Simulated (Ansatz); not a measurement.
The same path of H$_{5}$NSi$_{2}$ (8 atoms, charge 0, multiplicity 1) was run twice with different band settings. The coordinate that changes most is the dihedral N1–Si2–Si3–H8.

The calculation used RKS PBE-D4/def2-SVP (Ansatz).

Relaxed end points:

```xyz
8
Properties=species:S:1:pos:R:3
N -1.500 0.921 -1.566
Si -0.097 0.835 -0.730
Si 0.609 -0.714 0.911
H -2.197 0.190 -1.357
H 0.902 1.909 -1.052
H 0.911 0.001 2.202
H 1.858 -1.423 0.455
H -0.486 -1.719 1.137
```

```xyz
8
Properties=species:S:1:pos:R:3
N -1.492 1.346 -1.231
Si -0.103 0.521 -0.978
Si 0.608 -0.738 0.893
H -2.180 1.320 -0.462
H 0.883 0.572 -2.111
H -0.461 -0.686 1.950
H 1.889 -0.166 1.443
H 0.855 -2.169 0.495
```

Common settings: climbing image yes; spring 5.0 eV/Å²; optimiser quadratic models (default); start path through a guess of the saddle point; force threshold 0.05 eV/Å; iteration limit 60; end points relaxed.

| run | movable images |
| --- | --- |
| 1 | 7 |
| 2 | 3 |

Problem. What does each run give, and how far can it be trusted?

Solution. Run 1: converged after 8 iterations, highest image 0.013 eV above the first end. A vibrational analysis at the climbing image gives one clearly imaginary mode, 56i cm⁻¹: a first-order saddle point.
Run 2: converged after 8 iterations, highest image 0.013 eV above the first end. Another band between the same ends (7 images) ends at a top of the same energy, where a vibrational analysis finds 1 clearly imaginary mode. So few images can step over the top or miss a turn of the path.
